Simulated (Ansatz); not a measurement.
Two isomers of C3H5NO: A = `CCOC#N`, B = `N/C=C1/CO1`.

Computed with Ansatz on PBE0-D4/def2-TZVP structures; ΔE is electronic, products minus reactants. CCSD(T)/CBS is the MP2 limit (def2-TZVPP, def2-QZVPP) plus CCSD(T) − MP2 in def2-TZVPP, frozen cores. Functionals use def2-TZVPP. B3LYP here is the variant with VWN-RPA as its local correlation; programs differ in this. Each species was taken in one conformer, which may not be the lowest.

Question: Which isomer does CCSD(T)/CBS put lower? Give the gap. (Estimate.)

Answer: The calculation gave: A, by 122.3 kJ/mol.

Question: Give E(B) − E(A) in kJ/mol with ωB97M-V, CCSD/def2-TZVPP, MP2/def2-TZVPP, PBE0-D4, B3LYP, B2PLYP, CCSD(T)/def2-SVP. (Estimate.)

Answer: The calculation gave: ωB97M-V 116.7, CCSD/def2-TZVPP 134.3, MP2/def2-TZVPP 133.9, PBE0-D4 97.5, B3LYP 118.2, B2PLYP 129.1, CCSD(T)/def2-SVP 148.0. None reverses the order clearly.

Question: Does the order hold for the free energy at 298.15 K (harmonic terms from PBE0-D4)? (Best estimate.)

Answer: The calculation gave: Yes: G(B) − G(A) = +125.7 kJ/mol, for one conformer each.

Largest T1 diagnostic: 0.013.

From BLYP to BHLYP (50 % exact exchange), in def2-TZVPP and without D4, E(B) − E(A) moves by +9.7 kJ/mol. Leaving LDA and LC-ωPBE aside and taking each functional with its dispersion term where it has one, the values, not all of them listed here, spread over 36.6 kJ/mol, from PBE-D4 to B2PLYP. LDA lies −21.5 kJ/mol from PBE without D4.
